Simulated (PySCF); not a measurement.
The dipole of fluoroacetonitrile (`N#CCF`) from its density and from atomic charges.

Coordinates (GFN2-xTB, Å) and charges (e) from the PBE0/pcSseg-1 density (PySCF):

```json
{"atom": "N1", "x": "2.125", "y": "0.051", "z": "-0.044", "Mulliken": "-0.2255", "IAO": "-0.2031", "Hirshfeld": "-0.1949", "ESP-fitted": "-0.4298"}
{"atom": "C2", "x": "0.985", "y": "0.002", "z": "-0.023", "Mulliken": "+0.0016", "IAO": "+0.1247", "Hirshfeld": "+0.0830", "ESP-fitted": "+0.3740"}
{"atom": "C3", "x": "-0.464", "y": "-0.066", "z": "0.005", "Mulliken": "+0.2260", "IAO": "+0.0117", "Hirshfeld": "+0.0625", "ESP-fitted": "-0.0191"}
{"atom": "F4", "x": "-1.018", "y": "1.186", "z": "0.031", "Mulliken": "-0.3121", "IAO": "-0.2990", "Hirshfeld": "-0.1025", "ESP-fitted": "-0.1818"}
{"atom": "H5", "x": "-0.795", "y": "-0.596", "z": "0.907", "Mulliken": "+0.1550", "IAO": "+0.1829", "Hirshfeld": "+0.0759", "ESP-fitted": "+0.1280"}
{"atom": "H6", "x": "-0.830", "y": "-0.574", "z": "-0.897", "Mulliken": "+0.1550", "IAO": "+0.1828", "Hirshfeld": "+0.0759", "ESP-fitted": "+0.1288"}
```

Task: Compute μ = Σ q r for each scheme (1 e·Å = 4.803 D) and compare with the dipole of the full density.

Result: The full density gives (-2.68, -1.80, 0.03) D, 3.23 D in size; dipole vectors point from the negative to the positive end.

```tsv
scheme	μx	μy	μz	size (D)	share of the full size (%)	angle to the full dipole (°)
Mulliken	-2.48	-2.78	0.01	3.72	115	14
IAO	-1.47	-2.78	-0.01	3.15	97	28
Hirshfeld	-1.83	-1.08	0.02	2.12	66	3
ESP-fitted	-2.69	-1.85	0.03	3.26	101	1
```

Task: Which set comes closest?

Result: Length of the difference vector: ESP-fitted 0.05 D, Mulliken 0.99 D, Hirshfeld 1.12 D, IAO 1.56 D. Closest: ESP-fitted. 

Task: What is left for the Hirshfeld atoms' own dipoles?

Result: The Hirshfeld atoms' densities add up to the full density, so μ = Σ q r + Σ (atomic dipoles). The atomic dipoles sum to (-2.68, -1.80, 0.03) − (-1.83, -1.08, 0.02) = (-0.85, -0.72, 0.01) D, 1.12 D in size.

Task: With the origin at the mean of the coordinates, (0.001, 0.000, -0.004) Å, which are the largest single terms, by size, of the Mulliken dipole along the direction of the full one?

Result: N1 +1.94, H6 +0.75, H5 +0.75, C3 +0.46, F4 -0.28 D; all 6 atoms together +3.61 D. The single terms depend on the origin, their sum doesn't.

Task: Give the size of the full dipole in other units.

Result: 3.23 D = 1.272 au = 0.673 e·Å = 10.79 × 10⁻³⁰ C·m.

Isolated species at its GFN2-xTB geometry, gas phase.
